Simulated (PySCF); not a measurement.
# Energy of B (boron, neutral) between two integer charges

The 2p alpha orbital of [He] 2s2 2p1 is emptied in steps (occupation f), with all orbitals relaxed, ending at [He] 2s2. All numbers are calculated (PySCF 2.14, the spin-free X2C one-electron Hamiltonian (Gaussian nucleus), in jorge-DZP-DKH (4s2p1d, 15 functions)). The exact energy is a straight line in f; departures are measured from the line between the end points of the same method.

```csv
f,UHF (eV),LDA (eV),PBE (eV),PBE0 (eV),r2SCAN (eV),LC-wPBE (eV),BHandHLYP (eV),wB97X (eV),HSE06 (eV),r2SCAN0 (eV)
1,0.000,0.000,0.000,0.000,0.000,0.000,0.000,0.000,0.000,0.000
0.8,0.089,-0.749,-0.741,-0.535,-0.679,-0.093,-0.340,-0.133,-0.598,-0.491
0.6,0.130,-1.135,-1.120,-0.805,-1.017,-0.137,-0.509,-0.197,-0.900,-0.732
0.4,0.128,-1.144,-1.127,-0.806,-1.015,-0.135,-0.508,-0.194,-0.901,-0.728
0.2,0.083,-0.767,-0.753,-0.536,-0.674,-0.087,-0.337,-0.127,-0.599,-0.481
0,0.000,0.000,0.000,0.000,0.000,0.000,0.000,0.000,0.000,0.000
```

| method | E(f=0) − E(f=1) (eV) | −ε at f=1 (eV) | −ε at f=0.4 (eV) |
| --- | --- | --- | --- |
| UHF | 8.028 | 8.596 | 7.907 |
| LDA | 8.619 | 3.993 | 9.530 |
| PBE | 8.649 | 4.066 | 9.564 |
| PBE0 | 8.635 | 5.308 | 9.306 |
| r2SCAN | 8.754 | 4.514 | 9.616 |
| LC-wPBE | 8.753 | 8.167 | 8.882 |
| BHandHLYP | 8.560 | 6.436 | 8.993 |
| wB97X | 8.512 | 7.679 | 8.691 |
| HSE06 | 8.642 | 4.916 | 9.394 |
| r2SCAN0 | 8.731 | 5.651 | 9.364 |

Orbital energy along the path (eV):

```tsv
f	UHF	LDA	PBE	PBE0	r2SCAN	LC-wPBE	BHandHLYP	wB97X	HSE06	r2SCAN0
1	-8.596	-3.993	-4.066	-5.308	-4.514	-8.167	-6.436	-7.679	-4.916	-5.651
0.8	-8.351	-5.771	-5.837	-6.619	-6.209	-8.410	-7.287	-8.020	-6.388	-6.903
0.6	-8.122	-7.620	-7.675	-7.954	-7.913	-8.650	-8.141	-8.359	-7.884	-8.140
0.4	-7.907	-9.530	-9.564	-9.306	-9.616	-8.882	-8.993	-8.691	-9.394	-9.364
0.2	-7.706	-11.480	-11.474	-10.657	-11.295	-9.095	-9.834	-9.005	-10.901	-10.556
0	-7.518	-13.426	-13.338	-11.965	-12.964	-9.270	-10.650	-9.278	-12.363	-11.726
```

Reference removal energy between the ground levels: 8.298 eV (measured; NIST Atomic Spectra Database, ionization energies). The calculation has no spin-orbit coupling. UHF lacks correlation.
